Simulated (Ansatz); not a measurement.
Results of RPBE (PAW; Ansatz, a first-principles code) for rock-salt BaTe.

Run with plane-wave cutoff 520 eV, 8×8×8 k mesh, Fermi–Dirac smearing 0.01 eV, scalar-relativistic PAW data made under PBE.

Results at a series of volumes:

```csv
V (Å³/atom),E − E_lowest (meV/atom),P (GPa)
43.297,14.35,1.769
44.219,6.11,1.112
45.140,1.44,0.521
46.061,0.00,-0.010
46.982,1.45,-0.486
47.904,5.50,-0.915
48.825,11.89,-1.300
```

Task: Fit the third-order Birch–Murnaghan equation and give B0 and B′.

Result: V0 = 46.044 Å³/atom, B0 = 25.2 GPa, B′ = 4.3 (fit to the energies at full precision).

Measured, for comparison: equilibrium volume per atom 43.00 Å³/atom (room temperature, not corrected to a static lattice; as tabulated in Lucero et al. (2012), arXiv:1111.4515). Computed (rounded) less measured: equilibrium volume per atom +7.1 %.

Spin–orbit coupling is not included.

The computed numbers hold no vibrational or temperature effects.

It cost about 50 core-seconds (a rough figure) of CPU time.
